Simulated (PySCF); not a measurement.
# [HO2]− (hydroperoxide(1-)): M06-2X/def2-TZVPPD

What is the vertical ionisation energy of [HO2]− (hydroperoxide(1-)) at M06-2X/def2-TZVPPD? Input form: a Python script.

Program for the calculation: PySCF 2.14.0.

4 further runs of the same task are left out: 4 set aside as unsound or not needed.

## 1. The molecule

[HO2]−: 3 atoms, total charge -1, spin state singlet. SMILES: `[O-]O`. The shape is that of a GFN2-xTB optimisation.

Bond lengths: O1–O2 1.458 Å, O2–H3 0.963 Å. Angles: O1–O2–H3 100.3°.

## 2. A single-point energy at M06-2X/def2-TZVPPD

job.py reads:

```python
from pyscf import gto, dft

molecule = gto.M(
    atom='''
O     -0.670928     1.914822    -0.152520
O     -0.461944    -0.825092    -0.341870
H      1.132872    -1.089748     0.494390
''',
    basis='def2-tzvppd',
    max_memory=1860,
    charge=-1,
    unit='bohr',
    verbose=3,
)

ks = dft.RKS(molecule, xc='m06-2x')
ks.grids.level = 5
ks.conv_tol = 1e-10
ks.kernel()
if not ks.converged:
    ks = ks.newton().run(ks.mo_coeff, ks.mo_occ)

etot = ks.e_tot
print('E(%s) = %.9f' % ('M06-2X', etot))
```

Command:

```sh
OMP_NUM_THREADS=1 python job.py
```

Log:

```text
converged SCF energy = -150.944274252887
E(M06-2X) = -150.944274253
```

Run time: 8.7 s. Hardware: 1 thread of Intel Xeon 6975P-C (Granite Rapids), shared host; peak memory 0.53 GiB.

## 3. Doublet neutral HO2

run.py reads:

```python
from pyscf import gto, dft

molecule = gto.Mole()
molecule.atom = '''
O     -0.355040     1.013280    -0.080710
O     -0.244450    -0.436620    -0.180910
H      0.599490    -0.576670     0.261620
'''
molecule.spin = 1
molecule.max_memory = 1860
molecule.basis = 'def2-tzvppd'
molecule.verbose = 4
molecule.build()

calc0 = dft.UKS(molecule, xc='m06-2x')
calc0.grids.level = 5
calc0.conv_tol = 1e-10
calc0.kernel()
if not calc0.converged:
    calc0 = calc0.newton().run(calc0.mo_coeff, calc0.mo_occ)

e_final = calc0.e_tot
print(f'total energy: {e_final:.8f} hartree')
```

Command:

```sh
OMP_NUM_THREADS=1 python run.py
```

Log:

```text
PySCF version 2.14.0

[INPUT] num. atoms = 3
[INPUT] num. electrons = 17
[INPUT] charge = 0
[INPUT] spin (= nelec alpha-beta = 2S) = 1
[INPUT] symmetry False subgroup None
[INPUT] Mole.unit = angstrom
[INPUT] Symbol           X                Y                Z      unit          X                Y                Z       unit  Magmom
[INPUT]  1 O     -0.355040000000   1.013280000000  -0.080710000000 AA   -0.670928363266   1.914821687499  -0.152519795514 Bohr   0.0
[INPUT]  2 O     -0.244450000000  -0.436620000000  -0.180910000000 AA   -0.461943551150  -0.825092220508  -0.341870353195 Bohr   0.0
[INPUT]  3 H      0.599490000000  -0.576670000000   0.261620000000 AA    1.132871914416  -1.089748364253   0.494390148709 Bohr   0.0

nuclear repulsion = 29.8758653567983
number of shells = 35
number of NR pGTOs = 129
number of NR cGTOs = 97
basis = def2-tzvppd
ecp = {}

[... 35 lines left out ...]
WARN: HOMO -0.312542230014387 >= LUMO -0.31254223001438
[... 78 lines left out ...]
converged SCF energy = -150.895886657562  <S^2> = 0.75687632  2S+1 = 2.0068645
total energy: -150.89588666 hartree
```

Wall time 25 s (1 thread of Intel Xeon 6975P-C (Granite Rapids), shared host); peak memory 0.55 GiB.

## 4. Results

At M06-2X/def2-TZVPPD:

| quantity | value |
| --- | --- |
| singlet [HO2]−: total energy | -150.94427 Eh |
| singlet [HO2]−: HOMO energy | -0.23 eV |
| singlet [HO2]−: LUMO energy | 4.95 eV |
| singlet [HO2]−: HOMO–LUMO gap (to an unbound level, set by the basis) | 5.18 eV |
| doublet neutral HO2: total energy | -150.89589 Eh |
| doublet neutral HO2: dipole moment | 1.96 D |
| doublet neutral HO2: HOMO energy (highest over α and β) | -10.68 eV |
| doublet neutral HO2: LUMO energy (lowest over α and β) | -2.67 eV |
| doublet neutral HO2: ⟨S²⟩ | 0.757 |
| vertical detachment energy (to the doublet neutral) | 1.317 eV |

In words: The vertical ionisation energy comes to 1.32 eV (30 kcal/mol). The negative HOMO energy of the first species, 0.23 eV, lies 1.08 eV below that difference. Mulliken charges (doublet neutral HO2) run from -0.21 on O2 to +0.31 on H3; in a basis this large or diffuse they mean little.
